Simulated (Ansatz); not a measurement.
**C₂H₃NO (SMILES NC#CO): single points off equilibrium**

Aim: energy, forces and dipole at a structure displaced at random from a GFN2-xTB minimum, from CCSD(T) and from density functionals.

Method: single points in def2-TZVPP; program: Ansatz 0.2.0, Gaussian basis.

Correlated methods freeze the cores.

### 1 Starting geometry

SMILES `NC#CO`, 7 atoms, charge 0, spin multiplicity 1.

Atoms are counted from 1 here; the program's logs count them from 0.

Bond lengths: N1–C2 1.363 Å, N1–H5 1.021 Å, N1–H6 0.989 Å, C2–C3 1.181 Å, C3–O4 1.267 Å, O4–H7 1.035 Å. Angles: C2–N1–H5 109.8°, C2–N1–H6 114.2°, H5–N1–H6 112.7°, N1–C2–C3 173.1°, C2–C3–O4 175.9°, C3–O4–H7 112.0°.

Coordinates:

```csv
atom,x (Å),y (Å),z (Å)
N1,-0.65890,1.44050,0.08420
C2,-0.12070,0.19690,-0.06380
C3,0.35480,-0.88410,-0.04990
O4,0.88670,-2.03170,-0.12150
H5,-0.99580,1.78050,-0.81810
H6,-1.34380,1.50320,0.79530
H7,1.90220,-2.00160,0.07500
```

### 2 CCSD(T)/def2-TZVPP

File run/in.yaml:

```yaml
crystal:
  periodic: [false, false, false]
  atoms:
    - {symbol: N, position_ang: [-0.658900, 1.440500, 0.084200]}
    - {symbol: C, position_ang: [-0.120700, 0.196900, -0.063800]}
    - {symbol: C, position_ang: [0.354800, -0.884100, -0.049900]}
    - {symbol: O, position_ang: [0.886700, -2.031700, -0.121500]}
    - {symbol: H, position_ang: [-0.995800, 1.780500, -0.818100]}
    - {symbol: H, position_ang: [-1.343800, 1.503200, 0.795300]}
    - {symbol: H, position_ang: [1.902200, -2.001600, 0.075000]}
basis:
  gaussian: {orbitals: def2-TZVPP}
correlation: {method: ccsd_t}
output: {forces: true}
```

The command line of these runs was not kept.

### 3 PBE0-D4/def2-TZVPP

Edit run/in.yaml of step 2 so:

```diff
@@ -12,3 +12,3 @@
   gaussian: {orbitals: def2-TZVPP}
-correlation: {method: ccsd_t}
-output: {forces: true}
+hamiltonian: {xc: pbe0, dispersion: d4}
+output: {forces: true, orbitals: {seedname: orbitals}}
```

### 4 wB97M-V/def2-TZVPP

Edit run/in.yaml of step 3 so:

```diff
@@ -12,3 +12,3 @@
   gaussian: {orbitals: def2-TZVPP}
-hamiltonian: {xc: pbe0, dispersion: d4}
-output: {forces: true, orbitals: {seedname: orbitals}}
+hamiltonian: {xc: {name: wB97M-V}}
+output: {forces: true}
```

### 5 r2SCAN-D4/def2-TZVPP

Edit run/in.yaml of step 4 so:

```diff
@@ -12,3 +12,3 @@
   gaussian: {orbitals: def2-TZVPP}
-hamiltonian: {xc: {name: wB97M-V}}
+hamiltonian: {xc: r2scan, dispersion: d4}
 output: {forces: true}
```

### 6 PBE-D4/def2-TZVPP

Edit run/in.yaml of step 5 so:

```diff
@@ -12,3 +12,3 @@
   gaussian: {orbitals: def2-TZVPP}
-hamiltonian: {xc: r2scan, dispersion: d4}
+hamiltonian: {xc: pbe, dispersion: d4}
 output: {forces: true}
```

### 7 BHLYP-D4/def2-TZVPP

Edit run/in.yaml of step 6 so:

```diff
@@ -12,3 +12,3 @@
   gaussian: {orbitals: def2-TZVPP}
-hamiltonian: {xc: pbe, dispersion: d4}
+hamiltonian: {xc: {name: BHLYP}, dispersion: d4}
 output: {forces: true}
```

### 8 CAM-B3LYP-D4/def2-TZVPP

Edit run/in.yaml of step 7 so:

```diff
@@ -12,3 +12,3 @@
   gaussian: {orbitals: def2-TZVPP}
-hamiltonian: {xc: {name: BHLYP}, dispersion: d4}
+hamiltonian: {xc: {name: CAM-B3LYP}, dispersion: d4}
 output: {forces: true}
```

(Steps that only read results are left out.)

Before running it: what results should come out? Wanted: energy less free atoms, CCSD(T)/def2-TZVPP; RMS force component; RMS force error; HOMO and LUMO, PBE0-D4; T1 diagnostic.

**Answer**, as computed:

| quantity | value |
| --- | --- |
| energy less free atoms, CCSD(T)/def2-TZVPP | -2655.4 kJ/mol |
| RMS force component | 1.295 to 1.450 eV/Å over the methods |
| RMS force error | PBE0-D4 0.277, wB97M-V 0.266, r2SCAN-D4 0.283, PBE-D4 0.436, BHLYP-D4 0.541, CAM-B3LYP-D4 0.355 eV/Å |
| HOMO and LUMO, PBE0-D4 | -6.10 and 0.27 eV |
| T1 diagnostic | 0.012 |

Against CCSD(T) the functionals' energies less atoms differ by -250.1 to +32.2 kJ/mol, PBE-D4 by -250.1 kJ/mol. The reference is not at the basis limit: in triple zeta CCSD(T) underbinds, which counts against methods that bind more; the gaps are no ranking. On forces the order runs from wB97M-V to BHLYP-D4. Frozen-core CCSD(T) forces in triple zeta carry basis errors of their own, and this is one geometry, so small gaps rank nothing.
